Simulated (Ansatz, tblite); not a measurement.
Bulk modulus of rock-salt KBr: levels of theory against measurement

Reference value: 17.9 GPa (measured, 0 K, extrapolated to 0 K; as tabulated in Doll and Stoll (1998), arXiv:cond-mat/9801031).

Problem. What do GFN2-xTB, LDA, PBE, r²SCAN, PBE0 give, and how far is each from the reference?

Solution. 
```json
[
 {"level (code)": "GFN2-xTB (tblite)", "value (GPa)": "9.13", "cell (Å³/atom)": "41.10", "difference (%)": "-49"},
 {"level (code)": "LDA (Ansatz)", "value (GPa)": "20.3", "cell (Å³/atom)": "32.33", "difference (%)": "+13.4"},
 {"level (code)": "PBE (Ansatz)", "value (GPa)": "13.5", "cell (Å³/atom)": "37.69", "difference (%)": "-25"},
 {"level (code)": "r²SCAN (Ansatz)", "value (GPa)": "15.9", "cell (Å³/atom)": "36.08", "difference (%)": "-11.2"},
 {"level (code)": "PBE0 (Ansatz)", "value (GPa)": "14.2", "cell (Å³/atom)": "36.97", "difference (%)": "-21"}
]
```

Once the reference is moved by up to 5.3 % (a margin picked here for doubts on the reference and the settings, and for temperature and zero-point motion) and values within 1.7 % count as equal, the nearest can be r²SCAN (-11.2 %) or LDA (+13.4 %). Among them GFN2-xTB (-49 %) misses by most.

The measured value isn't corrected to a static lattice, so vibrations enter the comparison.  GFN2-xTB: the method was fitted mainly to molecules. GFN2-xTB: the run uses a supercell at the zone centre in place of a k mesh. Each level is taken at its own relaxed cell. Cutoffs and k meshes differ between the levels. Ansatz's density-functional and Hartree–Fock values are scalar-relativistic unless marked +SOC, with PAW data made under PBE.

Differences are worked out from the printed values.

Ansatz is a program for electronic structure.
